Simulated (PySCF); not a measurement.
**Computed and reference excited states of `C=[Si]` (methylidenesilylene) [singlet]**

Published values to compare with (the computed states carry no symmetry labels, so the two lists aren't matched line by line):

```json
{"state": "1A2(n.d.)", "E (eV)": "2.11", "f": "", "kind of transition": "vertical absorption", "source": "[1]"}
{"state": "1B2(n.d.)", "E (eV)": "3.78", "f": "0.033", "kind of transition": "vertical absorption", "source": "[1]"}
```

[1] computed, theoretical best estimate (aug-cc-pVTZ, frozen core, CC3 geometry), gas; Veril, Scemama, Caffarel, Lipparini, Boggio-Pasqua, Jacquemin, Loos, WIREs Comput. Mol. Sci. 2021, 11, e1517 (QUESTDB)

Species: methylidenesilylene, CH2Si (singlet state).
SMILES: `C=[Si]`

Level of theory: TDDFT PBE0/def2-SVPD, vertical, gas phase, core orbitals frozen in the response (PySCF 2.14.0, density-fitted response routines). Geometry: PBE0-D3(BJ)/def2-SVP; no solvent, vibrations or thermal averaging.

Computed singlets: 2.29 eV (f 0.000); 3.82 eV (f 0.034); 5.22 eV (f 0.160); 5.45 eV (f 0.035); 6.12 eV (f 0.114); 7.03 eV (f 0.016); 7.57 eV (f 0.037); 8.00 eV (f 0.027); 8.10 eV (f 0.001); 8.19 eV (f 0.051). Computed triplets (Tamm–Dancoff): 1.85, 2.31, 2.78, 4.08 eV.

How does the lowest computed singlet compare with the best estimate listed for the lowest singlet (vertical absorption)?

2.29 eV against 2.11 eV for 1A2(n.d.) [1]: a difference of +0.18 eV. Geometry and basis of the two calculations needn't be the same.

n.d. means that the source names no orbital transition; it classes the state at 2.11 eV as Rydberg and the state at 3.78 eV as Rydberg.

All these states lie below the vertical ionisation energy of 8.80 eV (ΔSCF).

The run took 4.2 s on one thread of an Arm Neoverse V1, no GPU (shared host), and the process peaked at 0.28 GiB of memory.
